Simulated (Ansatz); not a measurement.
Basis-set series for CH$_{4}$BO (`CB[O]`) radical. The species carries charge 0 and has multiplicity 2. All single points use the PBE0-D4/def2-TZVP geometry.

```json
{"functional": "PBE0-D4", "basis": "def2-SVP", "functions": "62", "energy (Eh)": "-140.30309", "HOMO (eV)": "-8.74", "LUMO (eV)": "-4.07"}
{"functional": "PBE0-D4", "basis": "def2-QZVPP", "functions": "291", "energy (Eh)": "-140.47182", "HOMO (eV)": "-8.84", "LUMO (eV)": "-4.18"}
{"functional": "ωB97M-V", "basis": "def2-SVP", "functions": "62", "energy (Eh)": "-140.39699", "HOMO (eV)": "-10.91", "LUMO (eV)": "-1.93"}
{"functional": "ωB97M-V", "basis": "def2-QZVPP", "functions": "291", "energy (Eh)": "-140.57238", "HOMO (eV)": "-11.03", "LUMO (eV)": "-2.10"}
```

(1) Give the rows for def2-TZVPP. (Best estimate.)

## Answers

(1) Computed: 
| functional | basis | functions | energy (Eh) | HOMO (eV) | LUMO (eV) |
| --- | --- | --- | --- | --- | --- |
| PBE0-D4 | def2-TZVPP | 149 | -140.46354 | -8.83 | -4.16 |
| ωB97M-V | def2-TZVPP | 149 | -140.56447 | -11.02 | -2.08 |

HOMO and LUMO are taken over both spins.
